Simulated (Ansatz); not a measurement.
Relaxation of CH7N3 (11 atoms, charge 0, multiplicity 1), to a largest force component of 0.015 eV/Å in at most 40 steps.

These are results of RKS PBE/def2-SVP (Ansatz 0.2.0), not measurements.

```xyz
11
Properties=species:S:1:pos:R:3
N -0.806 0.884 -0.269
C 0.305 0.280 0.180
N 1.017 1.328 0.794
N -0.110 -0.592 1.237
H -1.600 0.236 -0.213
H -1.107 1.627 0.432
H 0.881 -0.294 -0.589
H 1.982 0.885 0.965
H 0.691 1.415 1.698
H -0.491 -1.369 0.816
H -0.976 -0.055 1.581
```

Problem. Where does it end, and by what steps?

Solution. The forces met the threshold. The force dipped under the threshold on the way, but the program's further checks kept it going. After 36 steps the energy has fallen by 1.522 eV; H9 moved furthest, 1.13 Å.

```tsv
step	energy less start (eV)	largest force component (eV/Å)	accepted
0	0.0000	5.872	yes
2	-1.4579	0.496	yes
4	-1.4871	0.154	yes
6	-1.5045	0.102	yes
8	-1.5088	0.047	yes
10	-1.5144	0.140	yes
12	-1.5121	0.468	no
14	-1.5184	0.207	no
16	-1.5196	0.076	yes
18	-1.5200	0.054	yes
20	-1.5203	0.052	yes
22	-1.5200	0.186	no
24	-1.5209	0.019	yes
26	-1.5211	0.006	yes
28	-1.5214	0.022	yes
30	-1.5217	0.030	yes
32	-1.5220	0.061	yes
34	-1.5223	0.045	yes
36	-1.5225	0.014	yes
```

```xyz
11
Properties=species:S:1:pos:R:3
N -0.870 1.110 -0.174
C 0.255 0.271 0.251
N 1.287 1.128 0.806
N -0.010 -0.820 1.195
H -1.528 0.560 -0.743
H -1.393 1.427 0.656
H 0.613 -0.233 -0.683
H 1.595 0.793 1.724
H 0.981 2.103 0.848
H -0.598 -1.539 0.753
H -0.544 -0.456 1.999
```

Whether the end is a true minimum wasn't checked by a vibrational analysis.

The run took 100 s on 1 thread of Arm Neoverse V1, with other jobs on the host, peak memory 0.17 GiB.
